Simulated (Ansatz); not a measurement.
# Active spaces for MgH₂, singlet

Computed with Ansatz's Gaussian-basis code (development build). Basis cc-pV(T+d)Z on Mg, cc-pVTZ on H, nonrelativistic, 1 orbital frozen in the corrections. State-specific CASSCF; RHF is the lowest restricted (open-shell) Hartree–Fock solution met. No symmetry is imposed, so a solution can break that of the shape. No proof that the lowest CASSCF solution was found.

Geometry. A bond is stretched, to 2.97 times the sum of the covalent radii.

```xyz
3

Mg    0.0000    0.0000    0.0000
H     0.0000    0.0000    5.1000
H     0.0000    0.0000   -1.7000
```

Q: What do CASSCF and its corrections give against RHF in CAS(4,6), and what are the occupations?

A: CASSCF -3.866 eV, SC-NEVPT2 -5.430 eV; occupations 1.95, 1.12, 0.88, 0.02, 0.01, 0.01.
